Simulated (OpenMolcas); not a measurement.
# Worked example: vertical ionisation energy of SO2 (sulfur dioxide)

SO2 has 3 atoms, charge 0, and is taken as a singlet. As SMILES, `O=S=O`. The shape is that of a GFN2-xTB optimisation.

```xyz
3

O    -0.9702    0.6297   -0.4591
S     0.2800    0.3714    0.1941
O     0.6902   -1.0011    0.2650
```

Both states at this one shape; open shells run unrestricted unless said. 1 Eh = 27.2114 eV.

| level | program | singlet SO2 (Eh) | doublet [SO2]+ (Eh) | HOMO of the first (eV) |
| --- | --- | --- | --- | --- |
| HF/STO-3G, open shells restricted | OpenMolcas | -540.607311 | -540.371462 | -7.62 |
| SVWN5/STO-3G | OpenMolcas | -539.479282 | -539.199733 | -1.90 |
| B3LYP/STO-3G | OpenMolcas | -541.922528 | -541.634146 | -3.46 |
| M06-2X/STO-3G | OpenMolcas | -541.928077 | -541.630680 | -5.42 |

Task: Work out the vertical ionisation energy at each level.

Result: 
1. HF/STO-3G, open shells restricted: -540.371462 − (-540.607311) = 0.235849 Eh = 6.42 eV; −ε(HOMO) = 7.62 eV.
2. SVWN5/STO-3G: -539.199733 − (-539.479282) = 0.279549 Eh = 7.61 eV; −ε(HOMO) = 1.90 eV.
3. B3LYP/STO-3G: -541.634146 − (-541.922528) = 0.288382 Eh = 7.85 eV; −ε(HOMO) = 3.46 eV.
4. M06-2X/STO-3G: -541.630680 − (-541.928077) = 0.297397 Eh = 8.09 eV; −ε(HOMO) = 5.42 eV.

No measured value is set beside it here; the levels span 6.42 to 8.09 eV. In Hartree–Fock, −ε(HOMO) (Koopmans) exceeds the difference of totals by the orbital relaxation of the ion. In semi-local functionals −ε(HOMO) lies far under the ionisation energy, a result of self-interaction, while the difference of totals does much better. Hartree–Fock favours the state with fewer electron pairs, since it lacks pair correlation. Minimal sets are far from the basis-set limit.
